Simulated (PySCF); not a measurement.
## MgF and its ions

r²SCANh; basis Mg pcseg-2, F pcseg-2; no relativity; PySCF 2.14. Neutral (UKS): doublet (σ ↑), Re = 1.764 Å, ωe = 707 cm⁻¹, De = 4.63 eV, HOMO -5.40 eV, LUMO -3.04 eV.

MgF⁺ (UKS): singlet (closed shell), Re = 1.702 Å, ωe = 828 cm⁻¹, De = 4.06 eV to Mg⁺ + F. The energies at the minima are -299.92867 hartree for MgF and -299.63763 for MgF⁺.

(1) Work out the adiabatic ionisation energy, without and with harmonic zero-point energies (1 hartree = 27.2114 eV, 1 eV = 8065.5 cm⁻¹), and the change of the bond length.

For an ion De counts to the pair picked by the measured ionisation energies or electron affinities, which need not be the lowest pair at this level. States were picked by a PBE0 search and need not be the measured ground states.

## Answers

(1) At r²SCANh: 0.29104 hartree = 7.920 eV between the minima; the zero-point term (828.0 − 707.0)/2 cm⁻¹ = +0.008 eV makes it 7.927 eV. Re changes by -6.2 pm against the neutral. The electron leaves a σ orbital; in so polar a molecule the change of length follows mostly from the change of the ionic charges.
